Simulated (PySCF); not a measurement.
Bonds (- single, = double, # triple, : aromatic): C1=C2 1.311 Å, C2-C3 1.451 Å, C3=C4 1.327 Å, C4-C5 1.464 Å, C4-C2 1.450 Å. C1 carries H6, H7; C3 carries H8; C5 carries H9, H10, H11. H7 is cis to C3; H6 is trans to C3.

Rapidly exchanging positions averaged, non-relativistic Hamiltonian, one computed conformer, no solvent. GIAO PBE0/pcSseg-1 shieldings; GFN2-xTB structure; PySCF 2.14.0 with density-fitted response routines.

Shifts are taken against calculated references (same method and geometry level): 13C (σref 186.93) vs TMS.

Q: Do the 13C shifts follow the atomic charges (in e)? Tabulate both.

A: 
```tsv
atoms	hybridisation	δ (ppm)	σ para (ppm)	Hirshfeld	IAO	Mulliken	ESP-fitted
C4	sp2	151.7	-221	+0.04	+0.06	-0.12	+0.20
C3	sp2	134.2	-202	-0.04	-0.16	-0.10	-0.33
C2	sp2	127.5	-197	-0.02	+0.03	-0.12	+0.27
C1	sp2	62.4	-133	-0.19	-0.47	-0.19	-0.88
C5	sp3	13.7	-75	-0.10	-0.44	-0.18	-0.53
```

Correlation coefficients of δ with charge over these carbons: Hirshfeld +0.75, IAO +0.90, Mulliken +0.87, ESP-fitted +0.73; with the paramagnetic shielding -1.00. Among the 4 sp2 carbons alone: Hirshfeld +0.99, IAO +0.92, Mulliken +0.88, ESP-fitted +0.86. With so few points, grouped by hybridisation, these coefficients are fragile. Charge is one influence among several: hybridisation and low-lying excitations act through the paramagnetic term.

Shifts are as computed. Against solution values, carbons near 30 ppm lie about +3 ppm off and those near 130 ppm about +5 ppm (rms about the fit 2.1 ppm; single classes can miss by 10 ppm). Of 1328 compounds with measured shifts, 309 miss one by over three times the rms of a fit or turn the order of signals round; such compounds aren't used in these exercises. Signals without a measured value on file couldn't be tested in this way; 1H shifts scatter by 0.2 ppm about their fit, and single ones miss by 0.5 ppm.
